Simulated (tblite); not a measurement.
Record of a relaxation.

CH2F2N (doublet state).
Atom-mapped SMILES: `[NH2:1][C:2]([F:3])[F:4]` (hydrogens: H5, H6 on N1)

Computed with GFN2-xTB (tblite), gas phase: L-BFGS steps from a force-field or distance-geometry start until the largest atomic force falls under 0.01 eV/Å. 14 of its 20 geometries are shown.

Step 0: E = -420.5187 eV, largest atomic force 1.994 eV/Å
```
atom  x, y, z in Å  |  force x, y, z in eV/Å
N1     -0.798   -0.069    0.253    1.853   0.157  -0.719
C2      0.628    0.057    0.109   -1.654  -0.406   0.556
F3      1.393   -1.062    0.000   -0.365   1.078  -0.093
F4      1.190    1.278   -0.019   -0.077  -0.890  -0.101
H5     -1.271    0.722   -0.179    0.087   0.076   0.170
H6     -1.139   -0.925   -0.184    0.156  -0.015   0.187
```

Step 1: E = -420.6048 eV, largest atomic force 0.798 eV/Å
```
atom  x, y, z in Å  |  force x, y, z in eV/Å
N1     -0.772   -0.067    0.242   -0.078   0.001  -0.656
C2      0.604    0.051    0.117    0.005   0.010   0.540
F3      1.388   -1.046   -0.002   -0.237   0.716  -0.164
F4      1.189    1.266   -0.021   -0.128  -0.773  -0.152
H5     -1.270    0.723   -0.177    0.211  -0.032   0.216
H6     -1.137   -0.925   -0.182    0.228   0.078   0.215
```

Step 3: E = -420.6707 eV, largest atomic force 1.065 eV/Å
```
atom  x, y, z in Å  |  force x, y, z in eV/Å
N1     -0.768   -0.066    0.210   -0.396  -0.028  -0.079
C2      0.594    0.050    0.153    0.132   0.061   1.055
F3      1.379   -1.013   -0.013    0.225  -0.244  -0.385
F4      1.186    1.231   -0.031    0.161   0.227  -0.384
H5     -1.262    0.726   -0.168   -0.093   0.337  -0.099
H6     -1.126   -0.926   -0.173   -0.030  -0.353  -0.109
```

Step 4: E = -420.7742 eV, largest atomic force 1.556 eV/Å
```
atom  x, y, z in Å  |  force x, y, z in eV/Å
N1     -0.783   -0.066    0.118    1.109   0.089   0.649
C2      0.572    0.050    0.318   -0.106  -0.102   0.874
F3      1.371   -0.937   -0.068    0.178  -1.375  -0.278
F4      1.188    1.150   -0.085    0.045   1.518  -0.340
H5     -1.245    0.757   -0.150   -0.679   0.827  -0.447
H6     -1.101   -0.953   -0.156   -0.547  -0.958  -0.458
```

Step 6: E = -420.8754 eV, largest atomic force 0.561 eV/Å
```
atom  x, y, z in Å  |  force x, y, z in eV/Å
N1     -0.766   -0.065    0.135   -0.129  -0.027  -0.032
C2      0.587    0.051    0.320    0.332   0.043   0.450
F3      1.370   -0.972   -0.068   -0.117  -0.400  -0.137
F4      1.183    1.187   -0.086   -0.155   0.385  -0.142
H5     -1.259    0.768   -0.158    0.053  -0.188  -0.070
H6     -1.113   -0.966   -0.164    0.016   0.187  -0.070
```

Step 7: E = -420.8881 eV, largest atomic force 0.278 eV/Å
```
atom  x, y, z in Å  |  force x, y, z in eV/Å
N1     -0.763   -0.065    0.134    0.140   0.013   0.007
C2      0.596    0.051    0.334    0.083   0.035   0.045
F3      1.366   -0.984   -0.072   -0.218  -0.057  -0.011
F4      1.178    1.198   -0.091   -0.214   0.006  -0.003
H5     -1.260    0.768   -0.160    0.128  -0.246  -0.018
H6     -1.114   -0.967   -0.166    0.081   0.248  -0.020
```

Step 9: E = -420.8970 eV, largest atomic force 0.144 eV/Å
```
atom  x, y, z in Å  |  force x, y, z in eV/Å
N1     -0.753   -0.064    0.138    0.055   0.008   0.096
C2      0.604    0.053    0.343   -0.030  -0.013  -0.057
F3      1.353   -0.996   -0.075   -0.105   0.098   0.010
F4      1.165    1.207   -0.093   -0.079  -0.106   0.009
H5     -1.255    0.756   -0.164    0.075  -0.006  -0.030
H6     -1.111   -0.955   -0.170    0.084   0.019  -0.028
```

Step 10: E = -420.8981 eV, largest atomic force 0.111 eV/Å
```
atom  x, y, z in Å  |  force x, y, z in eV/Å
N1     -0.751   -0.064    0.141   -0.032  -0.001   0.106
C2      0.604    0.053    0.343   -0.035  -0.009  -0.007
F3      1.349   -0.996   -0.075   -0.036   0.042  -0.014
F4      1.161    1.207   -0.094   -0.023  -0.045  -0.014
H5     -1.252    0.754   -0.166    0.053   0.047  -0.037
H6     -1.109   -0.952   -0.172    0.072  -0.034  -0.035
```

Step 12: E = -420.9000 eV, largest atomic force 0.167 eV/Å
```
atom  x, y, z in Å  |  force x, y, z in eV/Å
N1     -0.751   -0.064    0.151   -0.140  -0.011   0.090
C2      0.602    0.053    0.345   -0.031   0.006   0.072
F3      1.342   -0.994   -0.077    0.067  -0.079  -0.046
F4      1.155    1.204   -0.096    0.050   0.079  -0.044
H5     -1.245    0.754   -0.170    0.020   0.056  -0.036
H6     -1.100   -0.951   -0.176    0.036  -0.050  -0.036
```

Step 13: E = -420.9015 eV, largest atomic force 0.153 eV/Å
```
atom  x, y, z in Å  |  force x, y, z in eV/Å
N1     -0.755   -0.064    0.164   -0.145  -0.011   0.048
C2      0.600    0.053    0.346   -0.019   0.011   0.089
F3      1.336   -0.994   -0.079    0.092  -0.103  -0.047
F4      1.150    1.202   -0.098    0.069   0.104  -0.044
H5     -1.237    0.755   -0.174   -0.001   0.020  -0.022
H6     -1.091   -0.951   -0.180    0.004  -0.020  -0.023
```

Step 15: E = -420.9025 eV, largest atomic force 0.022 eV/Å
```
atom  x, y, z in Å  |  force x, y, z in eV/Å
N1     -0.760   -0.064    0.173   -0.007   0.000   0.014
C2      0.598    0.053    0.347    0.002   0.002   0.015
F3      1.335   -0.996   -0.081    0.019  -0.004  -0.007
F4      1.149    1.204   -0.100    0.017   0.006  -0.006
H5     -1.233    0.756   -0.178   -0.015  -0.014  -0.009
H6     -1.086   -0.951   -0.184   -0.017   0.010  -0.008
```

Step 16: E = -420.9025 eV, largest atomic force 0.018 eV/Å
```
atom  x, y, z in Å  |  force x, y, z in eV/Å
N1     -0.760   -0.064    0.173    0.007   0.000   0.013
C2      0.598    0.053    0.347    0.003   0.000   0.006
F3      1.336   -0.996   -0.081    0.005   0.012  -0.002
F4      1.150    1.204   -0.100    0.008  -0.010  -0.002
H5     -1.234    0.755   -0.178   -0.010  -0.012  -0.008
H6     -1.087   -0.951   -0.184   -0.012   0.010  -0.007
```

Step 18: E = -420.9026 eV, largest atomic force 0.015 eV/Å
```
atom  x, y, z in Å  |  force x, y, z in eV/Å
N1     -0.760   -0.064    0.174    0.007   0.000   0.003
C2      0.599    0.053    0.347    0.001  -0.001  -0.004
F3      1.337   -0.995   -0.081   -0.006   0.014   0.002
F4      1.151    1.204   -0.100   -0.003  -0.013   0.002
H5     -1.235    0.754   -0.178    0.000  -0.005  -0.001
H6     -1.089   -0.950   -0.184    0.000   0.006  -0.001
```

Step 19: E = -420.9026 eV, largest atomic force 0.006 eV/Å
```
atom  x, y, z in Å  |  force x, y, z in eV/Å
N1     -0.760   -0.064    0.175    0.002   0.000   0.000
C2      0.599    0.053    0.348    0.000  -0.001  -0.003
F3      1.337   -0.995   -0.082   -0.003   0.005   0.001
F4      1.151    1.204   -0.100   -0.002  -0.005   0.001
H5     -1.235    0.754   -0.179    0.001  -0.001   0.000
H6     -1.089   -0.949   -0.184    0.001   0.002   0.000
```

Task: Summarise the path.

Result: The energy falls by 37.03 kJ/mol from step 0 to step 19; nine tenths of that is first reached at step 6. It falls at every step. The largest force goes from 1.994 to 0.006 eV/Å. Among the bonds N1–C2 changes most, from 1.439 to 1.375 Å; the atoms move by 0.128 Å rms after alignment.

Task: Follow the three bonds and two angles with the largest change from start to end.

Result: 
```
step  E above end (kJ/mol)  largest force (eV/Å)  N1–C2 (Å)  N1–H6 (Å)  C2–F3 (Å)  F3–C2–F4 (°)  H5–N1–H6 (°)
   0                 37.03                 1.994      1.439      1.019      1.360         120.1         108.4
   1                 28.73                 0.798      1.387      1.024      1.354         117.9         107.7
   2                 25.39                 0.788      1.371      1.016      1.340         116.7         108.8
   3                 22.37                 1.065      1.368      1.007      1.332         115.3         110.8
   4                 12.39                 1.556      1.375      0.981      1.327         104.5         122.0
   5                  7.91                 1.170      1.367      0.996      1.330         107.8         118.7
   6                  2.62                 0.561      1.370      1.011      1.346         107.3         118.8
   7                  1.40                 0.278      1.379      1.013      1.353         107.9         118.5
   8                  0.98                 0.208      1.379      1.012      1.355         108.6         117.8
   9                  0.54                 0.144      1.377      1.009      1.355         109.3         116.8
  10                  0.44                 0.111      1.375      1.008      1.353         109.5         116.4
  11                  0.36                 0.141      1.374      1.007      1.351         109.6         116.3
  12                  0.25                 0.167      1.372      1.008      1.349         109.6         116.2
  13                  0.10                 0.153      1.372      1.009      1.348         109.6         116.0
  14                  0.03                 0.086      1.373      1.010      1.350         109.5         116.0
  15                  0.01                 0.022      1.374      1.010      1.351         109.5         116.0
  16                  0.01                 0.018      1.374      1.010      1.352         109.5         115.9
  17                  0.00                 0.017      1.375      1.010      1.352         109.5         115.9
  18                  0.00                 0.015      1.375      1.010      1.352         109.4         115.7
  19                  0.00                 0.006      1.375      1.010      1.352         109.4         115.6
```

The cost below is that of the whole relaxation. Hardware: Arm Neoverse V2, one thread, on a shared host. Cost: under 0.1 s.
